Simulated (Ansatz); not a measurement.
Species, as SMILES: C#N (CH-N).
Geometry (B3LYP-D3(BJ)/def2-TZVP, fixed):
```xyz
3

C      0.0000     0.0000    -0.4969
N      0.0000     0.0000     0.6493
H      0.0000     0.0000    -1.5636
```

How fast the dipole moment converges with the basis for several methods (Ansatz, a quantum-chemistry and plane-wave program): deviation from each method's own reference, in D. References: HF 3.291 D, the value in aug-pcseg-3; MP2 3.042 D, the value in aug-pcseg-3; PBE 2.950 D, the value in aug-pcseg-3; PBE0 3.043 D, the value in aug-pcseg-3. Cartesian d functions, on some or all atoms, in 6-31G*, 6-31G**, 6-31+G*; all else is spherical. In correlated methods cores are frozen. No added dispersion term, no relativity. The reference of a correlated method is not its basis-set limit, which lies further on.

| basis | functions | HF | MP2 | PBE | PBE0 |
|---|---|---|---|---|---|
| STO-3G | 11 | -0.839 | -0.776 | (withheld) | -0.708 |
| 6-31G | 20 | -0.028 | -0.061 | (withheld) | -0.077 |
| 6-31G* | 32 | -0.062 | -0.080 | (withheld) | -0.109 |
| def2-SVP | 33 | -0.101 | -0.171 | (withheld) | -0.160 |
| pcseg-1 | 33 | 0.061 | -0.008 | (withheld) | -0.009 |
| 6-31G** | 35 | -0.067 | -0.126 | (withheld) | -0.118 |
| 6-31+G* | 40 | 0.034 | 0.074 | (withheld) | 0.034 |
| aug-pcseg-1 | 55 | -0.001 | 0.007 | (withheld) | -0.008 |
| pcseg-2 | 74 | 0.008 | -0.006 | (withheld) | 0.004 |
| def2-TZVPD | 83 | -0.004 | -0.002 | (withheld) | -0.003 |
| def2-TZVPPD | 91 | -0.003 | -0.013 | (withheld) | -0.003 |
| aug-cc-pVTZ | 115 | 0.000 | -0.002 | (withheld) | 0.000 |

Problem. Fill in the missing entries.

Solution. 
- STO-3G, PBE: -0.687
- 6-31G, PBE: -0.118
- 6-31G*, PBE: -0.148
- def2-SVP, PBE: -0.212
- pcseg-1, PBE: -0.063
- 6-31G**, PBE: -0.159
- 6-31+G*, PBE: 0.036
- aug-pcseg-1, PBE: -0.012
- pcseg-2, PBE: 0.001
- def2-TZVPD, PBE: -0.003
- def2-TZVPPD, PBE: -0.004
- aug-cc-pVTZ, PBE: 0.001

Mean absolute deviation over pcseg-2, def2-TZVPD, def2-TZVPPD, aug-cc-pVTZ: PBE 0.002, PBE0 0.003, HF 0.004, MP2 0.006 D.
